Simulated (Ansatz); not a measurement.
**CClF (SMILES F[C]Cl): where methods fail along a bond**

CClF: 3 atoms, total charge 0, spin state triplet. SMILES: `F[C]Cl`. The coordinates come from a GFN2-xTB relaxation.

```xyz
3

F    -0.9986    0.6395   -0.4735
C    -0.2166   -0.3922   -0.1608
Cl    1.2152   -0.2473    0.6343
```

The F1–C2 distance is scanned; the parts on either side stay rigid. Basis STO-3G, 7 core orbitals frozen in the correlated methods; program Ansatz 0.2.0. FCI is exact within this basis and core. Energies in eV from each method's value at 1.332 Å; open shells run as named; a dash marks a point that is missing or didn't converge. The shape above is that at 1.332 Å.

```
distance (Å)  U-revPBE  U-r2SCAN  UBHLYP  U-wB97X  RPA@PBE  UMP2   FCI
       1.332      0.00      0.00    0.00     0.00     0.00  0.00  0.00
       1.665      1.17      1.37    1.62     1.54     1.11  1.81  1.18
       1.998      3.00      3.29    3.20     3.45     2.66  3.17  2.77
       2.664      4.29      4.37    3.68     4.14     2.73  3.18  3.20
       3.330      4.46      4.49    3.75        –     2.37  3.18  3.21
```

Departure from the FCI curve at its largest: U-revPBE +1.24 eV at 3.33 Å; U-r2SCAN +1.28 eV at 3.33 Å; UBHLYP +0.53 eV at 3.33 Å; U-wB97X +0.94 eV at 2.66 Å; RPA@PBE -0.85 eV at 3.33 Å; UMP2 +0.63 eV at 1.67 Å. The curve of RPA@PBE turns over, which the reference doesn't. For the functionals part of the departure is owed to the small basis.
